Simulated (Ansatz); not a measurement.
A nudged elastic band was laid between two geometries of C2H6FNO2 (12 atoms, charge 0, multiplicity 1).

Computed with Ansatz, RKS BLYP-D4/def2-SVP.

```yaml
movable_images: 5
climbing_image: yes
spring: 5.0 eV/Å²
optimiser: quadratic models (default)
start_path: IDPP
force_threshold: 0.05 eV/Å
iteration_limit: 60
end_points: relaxed
```

Initial state:

```xyz
12
Properties=species:S:1:pos:R:3
N -1.398 0.140 0.537
C 0.024 -0.135 0.597
O 0.699 1.012 1.017
F 0.194 -1.178 1.525
C 0.682 -0.576 -0.725
O 0.463 0.408 -1.730
H -1.588 0.618 -0.357
H -1.922 -0.745 0.525
H 0.083 1.463 1.633
H 0.211 -1.518 -1.068
H 1.763 -0.775 -0.538
H 0.866 1.230 -1.382
```

Final state:

```xyz
12
Properties=species:S:1:pos:R:3
N -1.435 -0.238 0.253
C -0.028 -0.265 0.514
O 0.534 0.926 1.048
F 0.221 -1.298 1.431
C 0.760 -0.541 -0.779
O 0.560 0.507 -1.721
H -1.609 0.362 -0.563
H -1.976 0.109 1.055
H -0.022 1.217 1.798
H 0.384 -1.478 -1.231
H 1.828 -0.680 -0.499
H 0.860 1.323 -1.271
```

Question: What changes between the two ends?

Answer: No bond is made or broken. The height of N1 over the plane of its neighbours goes from 0.40 to -0.36 Å.

Question: What energy profile does the band end with?

Answer: The run converged. The highest image is number 3 of 0 to 6, 0.211 eV above the first end and 0.096 eV above the last; the last end lies 0.115 eV above the first. A vibrational analysis at the climbing image gives one clearly imaginary mode, 544i cm⁻¹: a first-order saddle point.

| image | path coordinate (Å) | energy (eV) | height of N1 over the plane of its neighbours (Å) |
| --- | --- | --- | --- |
| 0 | 0.00 | 0.000 | 0.40 |
| 1 | 0.36 | 0.023 | 0.38 |
| 2 | 0.73 | 0.083 | 0.31 |
| 3 | 1.09 | 0.211 | -0.02 |
| 4 | 1.30 | 0.165 | -0.21 |
| 5 | 1.50 | 0.121 | -0.34 |
| 6 | 1.71 | 0.115 | -0.36 |

Question: What is the geometry of the highest image?

Answer: 
```xyz
12
Properties=species:S:1:pos:R:3:forces:R:3
N -1.390 -0.061 0.309 0.04 -0.01 0.03
C -0.003 -0.225 0.528 0.00 -0.01 -0.01
O 0.640 0.906 1.100 0.00 0.00 0.01
F 0.165 -1.307 1.415 0.01 0.01 -0.01
C 0.770 -0.520 -0.770 0.00 0.00 0.00
O 0.581 0.539 -1.703 0.00 0.00 0.00
H -1.696 0.357 -0.566 -0.01 0.00 0.00
H -2.054 -0.312 1.036 -0.03 0.01 -0.01
H -0.033 1.352 1.653 0.00 0.00 0.00
H 0.371 -1.446 -1.226 0.00 0.00 0.00
H 1.839 -0.682 -0.504 0.00 0.00 0.00
H 0.886 1.345 -1.236 0.00 0.00 0.00
```

Question: What are the harmonic wavenumbers there?

Answer: 544i, 123, 225, 247, 340, 378, 413, 502, 523, 542, 592, 807, 876, 944, 1030, 1068, 1130, 1158, 1223, 1330, 1363, 1401, 1435, 1499, 2929, 3045, 3520, 3614, 3645, 3662 cm⁻¹.

Run time: 85 s on 2 threads of Arm Neoverse V1, on a shared host, peak memory 0.15 GiB.
